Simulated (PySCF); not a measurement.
difluoromethane (CH₂F₂), SMILES FCF.

The structure is a stationary point at ωB97X-D3(BJ)/def2-TZVP.

Two levels are set side by side: PBE/def2-TZVPD (PySCF) and M06-2X/def2-TZVPD (PySCF). Same geometry, gas phase. Differences are taken from unrounded values.

```
quantity                     M06-2X
---------------------------  ------
orbital gap (eV)              12.24
highest occupied level (eV)  -11.79
lowest empty level (eV)        0.45
dipole moment (D)              2.01
mean polarisability (bohr³)    17.4
```

Task: What does PBE give, and how far is it from M06-2X? (An estimate is asked for; the answer gives what the named calculation found.)

Result: 
| quantity | PBE | PBE minus M06-2X |
|---|---|---|
| orbital gap (eV) | 8.04 | -4.20 |
| highest occupied level (eV) | -8.17 | 3.63 |
| lowest empty level (eV) | -0.12 | -0.57 |
| dipole moment (D) | 1.81 | -0.20 |
| mean polarisability (bohr³) | 19.0 | 1.5 |

PBE's occupied levels lie high since its potential decays too fast outside the molecule; exact exchange lowers them and widens the gap. PBE's more diffuse valence density responds more strongly to a field. Differences between two approximate levels are no errors against the true value.

Rough cost on one machine, each run with all the roots and properties that it gave: M06-2X against PBE about 4 times.
